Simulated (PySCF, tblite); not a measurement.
**SiH₃O radical: geometry, infrared bands and EPR parameters**

What infrared bands and EPR parameters should SiH₃O radical (`O[SiH2]`) show?

Programs: tblite 0.8.0 and PySCF 2.14.0, with density-fitted response routines of our own. Each step states its level of theory. These are calculated values for one molecule in the gas phase, unless marked as measured. Atoms are numbered from 0 throughout.

## (1) The molecule as given

5 atoms, charge 0, multiplicity 2; geometry from: force field or distance geometry start.

Bonds of the start (Å): O0–Si1 1.74, O0–H2 0.99, Si1–H3 1.48, Si1–H4 1.47.

## (2) Relaxing the molecule with GFN2-xTB

The job: settings as JSON, then the geometry in Å.

```
{"job": {"kind": "relax", "xc": "GFN2-xTB", "basis": "xTB"}, "charge": 0, "multiplicity": 2}
O      1.107300    -0.398200     0.365600
Si    -0.584400     0.004600     0.467500
H      1.512200     0.057200    -0.411700
H     -1.302000    -1.007000    -0.333300
H     -0.724400     1.346300    -0.105300
```

On the command line:

```bash
$ OMP_NUM_THREADS=1 python probes_run.py task.json out
```

One launch serves the whole session: the jobs run in the order shown.

Standard output:

```text
step      E/eV     max force
  0    -198.53709    2.291
  1    -198.66307    1.367
  2    -198.70321    1.091
  3    -198.71680    0.337
  4    -198.72123    0.306
  5    -198.73224    0.332
  6    -198.73692    0.354
  7    -198.74900    0.229
  8    -198.75137    0.130
  9    -198.75222    0.100
 10    -198.75320    0.129
 11    -198.75467    0.154
 12    -198.75624    0.131
 13    -198.75751    0.108
 14    -198.75831    0.099
 15    -198.75901    0.118
 16    -198.76010    0.112
 17    -198.76144    0.107
 18    -198.76240    0.083
 19    -198.76294    0.080
 20    -198.76364    0.118
 21    -198.76463    0.137
 22    -198.76559    0.111
 23    -198.76608    0.156
 24    -198.76652    0.030
 25    -198.76661    0.031
 26    -198.76672    0.026
 27    -198.76675    0.014
 28    -198.76677    0.013
 29    -198.76678    0.016
 30    -198.76680    0.018
 31    -198.76681    0.013
 32    -198.76682    0.004
```

Wall time 0.07 s (1 thread of Arm Neoverse V1, shared host).

Step by step:

```
step  energy from step 0 (eV)  largest force (eV/Å)
   0                   0.0000                2.2912
   1                  -0.1260                1.3666
   2                  -0.1661                1.0911
   3                  -0.1797                0.3372
   4                  -0.1841                0.3060
   5                  -0.1951                0.3317
   6                  -0.1998                0.3545
   7                  -0.2119                0.2289
   8                  -0.2143                0.1300
   9                  -0.2151                0.0999
  10                  -0.2161                0.1294
  11                  -0.2176                0.1542
  12                  -0.2191                0.1308
  13                  -0.2204                0.1085
  14                  -0.2212                0.0991
  15                  -0.2219                0.1176
  16                  -0.2230                0.1122
  17                  -0.2243                0.1069
  18                  -0.2253                0.0832
  19                  -0.2258                0.0805
  20                  -0.2266                0.1178
  21                  -0.2275                0.1371
  22                  -0.2285                0.1113
  23                  -0.2290                0.1558
  24                  -0.2294                0.0303
  25                  -0.2295                0.0309
  26                  -0.2296                0.0264
  27                  -0.2297                0.0141
  28                  -0.2297                0.0127
  29                  -0.2297                0.0165
  30                  -0.2297                0.0182
  31                  -0.2297                0.0128
  32                  -0.2297                0.0042
```

Distances of close pairs at the start and the end, largest changes first:

```
  bond  before (Å)  after (Å)  change (Å)
O0–Si1       1.742      1.625      -0.117
 O0–H2       0.988      0.958      -0.029
Si1–H3       1.476      1.457      -0.020
Si1–H4       1.466      1.457      -0.009
```

The end geometry stands in the next job.

## (3) Harmonic vibrations with GFN2-xTB

The job: settings as JSON, then the geometry in Å.

```
{"job": {"kind": "ir", "xc": "GFN2-xTB", "basis": "xTB"}, "charge": 0, "multiplicity": 2}
O      1.070038    -0.219363     0.374118
Si    -0.536369     0.025189     0.396509
H      1.592103    -0.183341    -0.428737
H     -1.242795    -1.003690    -0.354442
H     -0.874355     1.384058    -0.004634
```

Standard output:

```text
mode    cm-1     km/mol
  1     277.4     99.32
  2     582.2     93.68
  3     622.2     95.30
  4     767.2    263.11
  5     793.0     38.41
  6     893.5    134.92
  7    2287.8    638.34
  8    2304.0     92.91
  9    3521.9     26.41
```

It took 0.04 s on 1 thread of Arm Neoverse V1, shared host.

Which atoms move in the most intense modes:

```
cm⁻¹  km/mol                               atoms
 277    99.3                             H2 77 %
 582    93.7                    H3 43 %, H4 43 %
 622    95.3                    H4 42 %, H3 42 %
 767   263.1           H4 37 %, H3 37 %, H2 17 %
 793    38.4  H2 58 %, O0 16 %, H3 12 %, H4 12 %
 894   134.9          O0 54 %, Si1 35 %, H2 10 %
2288   638.3                    H4 48 %, H3 47 %
2304    92.9                    H3 50 %, H4 49 %
```

## (4) g tensor and hyperfine couplings: B3LYP/pcH-1

Settings changed since step 3:

```diff
@@ -1,2 +1,2 @@
-{"job": {"kind": "ir", "xc": "GFN2-xTB", "basis": "xTB"}, "charge": 0, "multiplicity": 2}
+{"job": {"kind": "epr", "basis": "pcH-1"}, "charge": 0, "multiplicity": 2}
 O      1.070038    -0.219363     0.374118
```

Level: UKS B3LYP, pcH-1 on H O Si, non-relativistic, mean-field spin-orbit, GIAO.

Standard output:

```text
UKS, coarse grid
  cycle   1  E = -366.40994975  |g| = 5.53e-01
  cycle   2  E = -366.15953294  |g| = 9.78e-01
  cycle   3  E = -366.51062067  |g| = 5.38e-02
  cycle   4  E = -366.51196251  |g| = 9.83e-03
  cycle   5  E = -366.51200389  |g| = 1.46e-03
  cycle   6  E = -366.51200584  |g| = 5.87e-04
UKS, final grid
  cycle   1  E = -366.51202502  |g| = 5.52e-04
  cycle   2  E = -366.51202495  |g| = 7.47e-04
  cycle   3  E = -366.51202514  |g| = 1.19e-04
  cycle   4  E = -366.51202514  |g| = 1.79e-05
internal stability: stable
E = -366.51202514 Eh   <S^2> = 0.7510 (exact 0.7500)
g shifts (ppm)      1          2          3
  rmc          -139       -139       -139
  gc             35         11         49
  oz_so        -635        -59       1954
  total        -739       -187       1863
hyperfine (MHz)  atom isotope    a_iso     a_fc   dipolar eigenvalues
    0   17O     -81.70     -81.64    -10.70      4.90      5.80
    1  29Si    -612.62    -613.69   -167.23     83.61     83.62
    2    1H      67.32      67.31     -4.52     -3.67      8.19
    3    1H      75.57      75.56     -9.52      1.01      8.50
    4    1H      75.68      75.67     -9.52      1.02      8.50
```

It took 7.8 s on 1 thread of Arm Neoverse V1, shared host.

Principal g values 2.00158, 2.00213, 2.00418; g(iso) = 2.00263, against 2.00232 for a free electron.

Mean a(iso) over the nuclei that a row names, and the largest dipolar term of the row (other rows stand at the frozen geometry):

```
nuclei  isotope  a(iso) (MHz)  a(iso) (G, at g = 2.0023)  largest dipolar term (MHz)
   Si1     29Si        -612.6                     -218.6                      -167.2
    O0      17O         -81.7                      -29.2                       -10.7
H3, H4       1H          75.6                       27.0                        -9.5
    H2       1H          67.3                       24.0                         8.2
```

Mulliken spin populations:

```
atom  value (e)
  O0       0.01
 Si1       0.92
  H2       0.02
  H3       0.02
  H4       0.02
```

In first order the couplings over 0.8 MHz of 1H give 6 distinct lines over 78.0 G, if the averaged nuclei exchange fast; the same motion can average rows kept apart here too.

The fields below are evaluated on a grid from the run's orbitals.

ELF in a plane through or near 3 of the atoms.

Ten even steps from '0' (0.00) to '9' (1.00):
```
0000000000000000000000000000
0000000000000000000000000000
0000000000000000000000000000
0000000000000035777520000000
0000000000000079999985100000
0000000000000089999998300000
0000000000000089999998400000
0000001223211179999997200000
0000025677543247999852000000
0000047999765411243210000000
0000047999765411244210000000
0000025677543247999852000000
0000001223211179999997200000
0000000000000089999998400000
0000000000000089999998300000
0000000000000179999985100000
0000000000000035777520000000
0000000000000000000000000000
0000000000000000000000000000
0000000000000000000000000000
```
The map spans 8.4 Å across and 7.6 Å up, centred on the molecule. Atoms in the plane (x, y in Å): H2 (-1.6, 0.0), H3 (1.1, -1.2), H4 (1.1, 1.2).

On the surface of density 0.002 e/bohr³ the electrostatic potential runs, from the 1st to the 99th percentile, from -1.38 V near O0 to 2.59 V near H2.

The spin density lies nearest to Si1 68 %; H3, H4 about 12 % each.

## (5) Results

| quantity | value |
| --- | --- |
| strongest single infrared mode (GFN2-xTB) | 2288 cm⁻¹, 638 km/mol |
| zero-point energy (GFN2-xTB) | 17.2 kcal/mol |
| g(iso) (B3LYP) | 2.00263 |
| ⟨S²⟩ | 0.751 (exact 0.75) |
| largest a(iso) (averaged by class) | 29Si on Si1, -612.6 MHz |
| potential on the surface of density 0.002 e/bohr³, 1st and 99th percentile | -1.38 V and 2.59 V |

**Reading.** Relaxing lowered the energy by 0.230 eV in 32 steps; the close pair that moved most is O0–Si1, from 1.742 to 1.625 Å. No mode is imaginary among the 9: a minimum at this level. The strongest single mode, at 2288 cm⁻¹, moves mainly H4 and H3. Unscaled tight-binding wavenumbers are off by several per cent, some by more. Its intensities can rank the bands wrongly. Most of the unpaired spin sits on Si1 (0.92 e). The isotropic g lies 0.3 ppt above the free-electron value. The conformer search found further structures of the same energy, which may be mirror or relabelled copies of this one.
